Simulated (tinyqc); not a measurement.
Orbital energy against energy difference: ionisation energy by orbital energies and by energy differences in the cc-pvdz basis, for H2O, spin multiplicity 1. Computed by the program tinyqc with PySCF. The cation is unrestricted; errors are against CCSD(T) in this basis, not against experiment.

Geometry (angstrom):
```
atom       x        y       z
O     0.0000   0.0000  0.0000
H     0.0000   0.7440  0.4890
H     0.0000  -0.7040  0.4630
```

CCSD(T) difference in the same basis = 12.3046 eV

IP-EOM-CCSD = 12.1506 eV

First vertical ionisation energy (eV):
```
method     -e(HOMO)  E(cation) - E  error of -e(HOMO)  error of the difference
HF          13.5655      11.102091             1.2609                  -1.2025
LDA          6.4016      13.024254            -5.9030                   0.7196
PBE          6.2828      12.647742            -6.0218                   0.3431
B3LYP        7.9964      12.684253            -4.3082                   0.3796
CAM-B3LYP    9.9012      12.686118            -2.4035                   0.3815
LC-wPBE     11.3906      12.742041            -0.9140                   0.4374
```

Estimate the missing row, method = PBE0.

Computed row:
```
method  -e(HOMO)  E(cation) - E  error of -e(HOMO)  error of the difference
PBE0      8.3750      12.567985            -3.9296                   0.2634
```

Koopmans errs by +1.26 eV and Delta-HF by -1.20 eV: relaxation, 2.46 eV, lowers the value and the missing correlation difference works against it. The PBE level is off by -6.0 eV through the wrong tail of its potential, though its energy difference is off by +0.34 eV; exact exchange deepens the level, and among the orbital energies LC-wPBE comes closest; among the differences PBE0 does.
